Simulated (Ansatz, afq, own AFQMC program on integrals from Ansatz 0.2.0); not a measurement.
## Where AFQMC and coupled cluster stand for AlGeH2, doublet

```xyz
4

Ge    0.0000    0.0033    0.6730
Al    0.0000   -0.0735   -1.6769
H     0.0000    1.3546   -0.4035
H     0.0000    0.3737   -3.2099
```

Connectivity, by distances: Ge–AlH, 1 bridging H.

Basis cc-pVDZ. Only valence electrons are correlated. Integrals, coupled cluster, full CI and functionals: Ansatz 0.2.0; the random walks run on the same integrals in our own AFQMC program. The CISD trial takes its coefficients from CCSD amplitudes. Released means that phaseless walkers are propagated on without the constraint, phases kept. Error bars are statistical, one sigma. No spin–orbit coupling.

Determinant: UHF, the one that the program's search chose, which needn't be the lowest solution. The geometry is a point of a scan.

No full CI on the walks' own integrals is used here; CCSDT(Q) serves as the reference and is uncertain by about the last step of the cluster series.

Cautions: no relativity below Rb; no spin-orbit coupling; inner d shell frozen.

```
T1 diagnostic                               : 0.0248
weight of the determinant in the CISD state : 0.864
⟨S²⟩ of the determinant                     : 0.765
size of the correlated space                : 9 electrons in 36 orbitals
```

Reference: CCSDT(Q), correlation energy -4.826 eV. The released energy is read at 2.40 1/Eh (meV from the phaseless value at times in 1/Eh: -13 ± 10 at 0.24, -17 ± 11 at 0.51, -11 ± 8 at 0.99, -18 ± 10 at 1.62, -5 ± 15 at 2.40).

```tsv
level	E − E(reference) (meV)	share of correlation (%)
HF	4826.0	0.00
MP2	1128.9	76.61
CCSD	231.2	95.21
CCSD(T)	51.2	98.94
CCSDT	12.2	99.75
ph-AFQMC/HF	48.5 ± 54.9	99.00
ph-AFQMC/CISD	12.4 ± 9.5	99.74
released AFQMC	7.9 ± 14.6	99.84
```

A walk keeps the symmetry of its determinant, which the program's search chose and which needn't be the lowest solution, so a lower state of the same spin and another symmetry isn't excluded. Released energies are given only where the last usable release times agree within the noise; a slower fall can still hide under it.
